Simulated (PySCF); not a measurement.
# Ionisation energy of S by level of theory

S [Ne] 3s2 3p4 (3P) → S+ [Ne] 3s2 3p3 (4S), as a difference of total energies. All numbers are calculated (PySCF 2.14, no relativity, point nucleus, in aug-cc-pV(D+d)Z (5s4p3d, 32 functions)). Correlated levels: valence: [Ne] frozen. The calculations carry no spin-orbit coupling.

```tsv
method	ionisation energy (eV)
UHF	9.230
LDA	10.556
PBE	10.415
PBE0	10.396
r2SCAN	10.365
r2SCAN0	10.351
BHandHLYP	10.362
PW91	10.470
wB97X-V	10.508
MP2 (valence)	9.776
SCS-MP2 (valence)	9.805
```

How much does correlation contribute at MP2 (valence)?

9.776 − (9.230) = 0.546 eV, measured against UHF.

Errors of the correlated levels include the incompleteness of this basis and the frozen core.

For comparison: 10.336 eV (measured; NIST levels, between the centres of gravity of the two terms).
